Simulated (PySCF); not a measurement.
Homolysis of single bonds, series CF3-X. All species are isolated molecules in the gas phase. One relaxed conformer stands for each flexible species; it need not be the lowest. Strings in code marks are SMILES.

A: radical fragment (`F[C](F)[GeH3]`)
B: radical fragment (`[CH3]`)
C: radical fragment (`C[C](F)F`)

### Question
Put the candidates in order of highest occupied spin orbital, lowest first, for PBE-D3(BJ)/def2-TZVP // B3LYP-D3(BJ)/def2-TZVP in PySCF.

### Answer
B (-5.38 eV), C (-4.78 eV), A (-4.71 eV)
